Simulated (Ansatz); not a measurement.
CH6SSi, closed shell: a relaxation.

Input (in.yaml):

```yaml
crystal:
  periodic: [false, false, false]
  atoms:
    - {symbol: Si, position_ang: [-0.844235, -0.713610, 0.077988]}
    - {symbol: C, position_ang: [0.633736, 0.764591, 0.053804]}
    - {symbol: S, position_ang: [0.165507, -2.176883, -0.886195]}
    - {symbol: H, position_ang: [0.710138, -0.468605, -0.496314]}
    - {symbol: H, position_ang: [-1.973252, 0.001661, -0.572512]}
    - {symbol: H, position_ang: [-1.067530, -0.723426, 1.547244]}
    - {symbol: H, position_ang: [-0.111280, 1.557693, -0.062802]}
    - {symbol: H, position_ang: [1.088807, 0.778613, 1.041317]}
    - {symbol: H, position_ang: [1.397908, 0.979966, -0.702629]}
basis:
  gaussian: {orbitals: STO-3G}
hamiltonian: {xc: pbe, dispersion: d4}
relax: {f_tol: 0.01, max_steps: 60, escape_saddle: true}
```

Run by:

```bash
ansatz run in.yaml --threads 2 --pin off --events-out ev --progress --plain --max-ram 4352MiB
```

The run's output (Ansatz 0.2.0):

```
Error: invalid value for `relax.escape_saddle`: a Gaussian basis doesn't support `true`; leave it out, and run phonons on the result
```

Hardware: 2 CPU threads of an Arm Neoverse V1, shared host. Wall time about 0.05 s.


The program refused the input.